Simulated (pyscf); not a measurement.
This saddle point was located with ωB97X-D3(BJ)/def2-SVP in PySCF.

```xyz
7

Al    -0.3163     0.7302     0.0210
H      0.8913    -0.4986    -0.4679
H      0.1059     1.4006     1.3864
H     -0.8192     1.5166    -1.2600
O     -1.1419    -0.9437     0.2177
H      0.0195    -1.0291    -0.2414
H     -1.8374    -1.2558    -0.3747
```

Surface: singlet, charge 0. Lowest wavenumbers (cm⁻¹): 1309i, 411, 464, 572, 611.

**Question.** What reaction is this the transition state of?

**Answer.** alane (AlH₃) + water (H₂O) <-> HO–AlH₂ + hydrogen (H₂), a four-centre exchange read from left to right: Al–H, H–O broken and Al–O, H–H formed. At ωB97M-D3(BJ)/def2-TZVP it lies -25.9 kJ/mol from the left side and +100.0 kJ/mol from the right (each side as separated species at their lowest minima found). On the reactant side the descent ends in an adduct with a Al–O contact, 94.9 kJ/mol under the separated species and 65.8 kJ/mol under the saddle at ωB97X-D3(BJ)/def2-TZVP. At ωB97M-D3(BJ) the saddle lies under the separated reactants, which points to a path from their complex (located at ωB97X-D3(BJ) alone). What is counted as formed (Al–O) is already present as a longer contact in the reactant adduct; forming that adduct is a step of its own. At the saddle there is also a short Al–H contact that neither side keeps. This is the saddle that the search found; another between the same sides may lie lower.
